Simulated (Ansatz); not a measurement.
Geometry optimisation, RKS PBE-D4/def2-SVP (Ansatz).

Input:

```yaml
crystal:
  periodic: [false, false, false]
  atoms:
    - { symbol: Si, position_ang: [-0.434967, -0.212719, -0.358107] }
    - { symbol: H, position_ang: [0.07042, 0.784104, 2.064687] }
    - { symbol: H, position_ang: [0.845838, -0.694798, 0.229124] }
    - { symbol: F, position_ang: [-0.344935, 1.410303, -0.542629] }
    - { symbol: H, position_ang: [-0.687926, -0.778929, -1.727576] }
    - { symbol: O, position_ang: [-1.700102, -0.64264, 0.654248] }
    - { symbol: H, position_ang: [-2.544828, -0.783285, 0.188711] }
    - { symbol: H, position_ang: [-0.5287, 0.410464, 2.212543] }
basis:
  gaussian: { orbitals: def2-SVP }
hamiltonian:
  xc: pbe
  dispersion: d4
relax:
  f_tol: 0.03
  max_steps: 50
output:
  orbitals: {}
```

Run as:

```bash
$ ansatz run input.yaml --threads 1 --pin off --max-ram 2048MiB --backend cpu --events-out ev --progress --plain --runs-dir out
```

Problem. Where does it end, and by what steps?

Solution. The run converged. The force dipped under the threshold on the way, but the program's further checks kept it going. After 17 steps the energy has fallen by 0.188 eV; H2 moved furthest, 1.55 Å.

```json
{"step": "0", "energy less start (eV)": "0.0000", "largest force component (eV/Å)": "1.563", "accepted": "yes"}
{"step": "1", "energy less start (eV)": "-0.1075", "largest force component (eV/Å)": "0.152", "accepted": "yes"}
{"step": "2", "energy less start (eV)": "-0.1413", "largest force component (eV/Å)": "0.167", "accepted": "yes"}
{"step": "3", "energy less start (eV)": "-0.1535", "largest force component (eV/Å)": "0.717", "accepted": "yes"}
{"step": "4", "energy less start (eV)": "-0.1638", "largest force component (eV/Å)": "0.179", "accepted": "yes"}
{"step": "5", "energy less start (eV)": "-0.1671", "largest force component (eV/Å)": "0.180", "accepted": "yes"}
{"step": "6", "energy less start (eV)": "-0.1765", "largest force component (eV/Å)": "0.205", "accepted": "yes"}
{"step": "7", "energy less start (eV)": "-0.1683", "largest force component (eV/Å)": "0.598", "accepted": "no"}
{"step": "8", "energy less start (eV)": "-0.1799", "largest force component (eV/Å)": "0.041", "accepted": "yes"}
{"step": "9", "energy less start (eV)": "-0.1819", "largest force component (eV/Å)": "0.101", "accepted": "yes"}
{"step": "10", "energy less start (eV)": "-0.1830", "largest force component (eV/Å)": "0.210", "accepted": "yes"}
{"step": "11", "energy less start (eV)": "-0.1845", "largest force component (eV/Å)": "0.091", "accepted": "yes"}
{"step": "12", "energy less start (eV)": "-0.1861", "largest force component (eV/Å)": "0.045", "accepted": "yes"}
{"step": "13", "energy less start (eV)": "-0.1869", "largest force component (eV/Å)": "0.145", "accepted": "yes"}
{"step": "14", "energy less start (eV)": "-0.1877", "largest force component (eV/Å)": "0.067", "accepted": "yes"}
{"step": "15", "energy less start (eV)": "-0.1881", "largest force component (eV/Å)": "0.040", "accepted": "yes"}
{"step": "16", "energy less start (eV)": "-0.1883", "largest force component (eV/Å)": "0.025", "accepted": "yes"}
{"step": "17", "energy less start (eV)": "-0.1884", "largest force component (eV/Å)": "0.020", "accepted": "yes"}
```

```xyz
8
Properties=species:S:1:pos:R:3
Si -0.383 -0.323 -0.856
H -0.555 0.796 3.482
H 1.030 -0.730 -0.599
F -0.401 1.231 -1.365
H -1.059 -1.124 -1.930
O -1.169 -0.476 0.608
H -2.135 -0.360 0.595
H -0.653 0.478 2.787
```

Whether the end is a true minimum wasn't checked by a vibrational analysis.

Run time: 35 s on 1 thread of Arm Neoverse V1, with other jobs on the host, peak memory 0.13 GiB.
